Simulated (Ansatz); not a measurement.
Results of PBE-D4 in Ansatz (plane waves, PAW) for antifluorite Mg₂Ge.

Numerical settings: plane-wave cutoff 500 eV, 12×12×12 k mesh, Fermi–Dirac smearing 0.05 eV, scalar-relativistic PAW data made under PBE.

Computed at the level's own relaxed cell.

Q: Estimate the volume per atom, lattice constant a and band gap that the calculation returns.

A: 
- volume per atom = 21.39 Å³/atom
- lattice constant a = 6.355 Å
- band gap = 0.14 eV (under three smearing widths, so not firm)

Measured, for comparison: band gap 0.74 eV (temperature not stated, no zero-point or thermal correction, indirect, Γ–X; as tabulated in Ryu et al. (2019), arXiv:1905.06140); equilibrium volume per atom 21.69 Å³/atom, lattice constant a 6.385 Å (temperature not stated, no zero-point or thermal correction; as tabulated in Grosch, Range, J. Alloys Compd. 235, 250 (1996)). Computed (rounded) less measured: equilibrium volume per atom -1.4 %, lattice constant a -0.5 %. A static lattice is as a rule a little smaller and stiffer than an uncorrected measurement, which narrows the difference in the equilibrium volume per atom, lattice constant a and would widen misses of the other sign.

Spin–orbit coupling is not included.

Static lattice: no zero-point or thermal effects.

It cost about 30 core-seconds (a rough figure) of CPU time.

Ansatz is a quantum-chemistry and plane-wave program.
